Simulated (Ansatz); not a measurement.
# bcc Li

These are PBEsol (PAW; Ansatz, a program for electronic structure) values and carry that method's errors.

Numerical settings: plane-wave cutoff 520 eV, 18×18×18 k mesh, Fermi–Dirac smearing 0.1 eV, perturbation theory, force constants from a 6×6×6 q mesh, scalar-relativistic PAW data made under PBE.

Cell: relaxed at this level.

```
Item                       Value
-----------------  -------------
zero-point energy  0.040 eV/atom
```

Computing time: around 14 core-minutes (rough).
